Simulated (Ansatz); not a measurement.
Basis-set extrapolation for CH5B (`BC`) (PBE0-D4/def2-TZVP geometry, frozen core, Ansatz 0.2.0). Multiplicity 1, RHF reference.

|  | cc-pV(T+d)Z | cc-pV(Q+d)Z |
| --- | --- | --- |
| HF | -65.466228 | -65.470562 |
| MP2 correlation | -0.288336 | -0.306184 |
| CCSD(T) correlation | -0.330275 | -0.345177 |

Energies in hartree. Use E(X) = E(∞) + A·exp(−5.46·√X) for Hartree–Fock and E(X) = E(∞) + B·X^(−3.05) for correlation, with X = 3 and 4.

**Question.** What is the CCSD(T) energy at the basis-set limit?

**Answer.** HF limit: -65.470562 + (-0.004334) × 0.30130 = -65.47187. Correlation limit: -0.345177 + (-0.014902) × 0.71189 = -0.35579. Total: -65.82766 hartree, 19.6 kcal/mol below CCSD(T)/cc-pV(T+d)Z.
